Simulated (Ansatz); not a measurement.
**BH3O (triplet): from Hartree-Fock to the top rungs at distance B1–H4 along a hydrogen transfer = 1.431 Å, cc-pVDZ**

Aim: climb from Hartree-Fock through coupled cluster and multireference methods for BH3O (triplet) at one geometry and basis, and see what each rung misses.

Program: Ansatz 0.2.0, Gaussian basis. Level of theory: cc-pVDZ, core rule «outside noble gas», up to 2 orbitals frozen. These are calculated values, not measurements.

To be run: UHF; CCSD(T) on ROHF; CCSD(T) on UHF; BCCD(T) on ROHF; CISD; CCSDT(Q) on ROHF; CCSDT(Q) on UHF; CASSCF and MRCISD+Q, 4 electrons in 4 orbitals; CASSCF and NEVPT2, 4 electrons in 4 orbitals.

17 further runs of the same task are left out: 9 for a known fault of the program, 2 for a mislabelled method, 5 that didn't finish, 1 set aside as unsound or not needed.

## Step 1: The system

The geometry derives from fragments relaxed apart (PBE0/def2-TZVP) and kept rigid, so it is no stationary point. A hydrogen atom is moved between rigid fragments.

5 atoms, charge 0, spin multiplicity 3.

Atoms are counted from 1 here; the program's logs count them from 0.

Bond lengths: B1–H2 1.193 Å, B1–H3 1.193 Å, B1–H4 1.431 Å, H4–O5 1.085 Å. Angles: H2–B1–H3 120.0°, H2–B1–H4 120.0°, H3–B1–H4 120.0°, B1–H4–O5 180.0°.

## Step 2: UHF

in.yaml

```yaml
crystal:
  periodic: [false, false, false]
  atoms:
    - {symbol: B, position_ang: [-1.357297, 0.000000, 0.000000]}
    - {symbol: H, position_ang: [-1.954031, 1.033571, 0.000000]}
    - {symbol: H, position_ang: [-1.954031, -1.033571, 0.000000]}
    - {symbol: H, position_ang: [0.073703, 0.000000, 0.000000]}
    - {symbol: O, position_ang: [1.158703, 0.000000, 0.000000]}
basis:
  gaussian: {orbitals: cc-pVDZ}
magnetization: {spin_polarized: true, initial_magnetization: 2}
hamiltonian: {xc: hf}
output: {orbitals: {seedname: orbitals}}
```

On the command line:

```console
$ ansatz run in.yaml --threads 1 --pin off --events-out ev --progress --plain --max-ram 2393MiB
```

After this run come: CCSD(T) on ROHF; CCSD(T) on UHF; BCCD(T) on ROHF; CISD; CCSDT(Q) on ROHF; CCSDT(Q) on UHF; CASSCF and MRCISD+Q, 4 electrons in 4 orbitals; CASSCF and NEVPT2, 4 electrons in 4 orbitals.

Before running them: what should the planned runs give, taken together? Wanted: UCCSDT(Q) below the RHF energy; RMP2 from UCCSDT(Q); UMP2 from UCCSDT(Q); RCCSD from UCCSDT(Q); RCCSD(T) from UCCSDT(Q); UCCSD(T) from UCCSDT(Q); RCCSDT(Q) from UCCSDT(Q); T1 diagnostic.

The runs gave:

| quantity | value |
| --- | --- |
| UCCSDT(Q) below the RHF energy | -7.6170 eV |
| RMP2 from UCCSDT(Q) | +1064.8 meV |
| UMP2 from UCCSDT(Q) | +1144.6 meV |
| RCCSD from UCCSDT(Q) | +161.5 meV |
| RCCSD(T) from UCCSDT(Q) | +33.7 meV |
| UCCSD(T) from UCCSDT(Q) | +33.2 meV |
| RCCSDT(Q) from UCCSDT(Q) | +1.6 meV |
| levels within 1 kcal/mol (43 meV) | RCCSD(T), UCCSD(T), BCCD(T), RCCSDT, UCCSDT, RCCSDT(Q) |
| T1 diagnostic | 0.021 |

**Reading.** RCCSD(T) lands +33.7 meV from the yardstick (0.4 % of the correlation energy). These misses are within one basis, not against nature; the frozen cores of restricted and unrestricted runs differ, which can shift their rows.
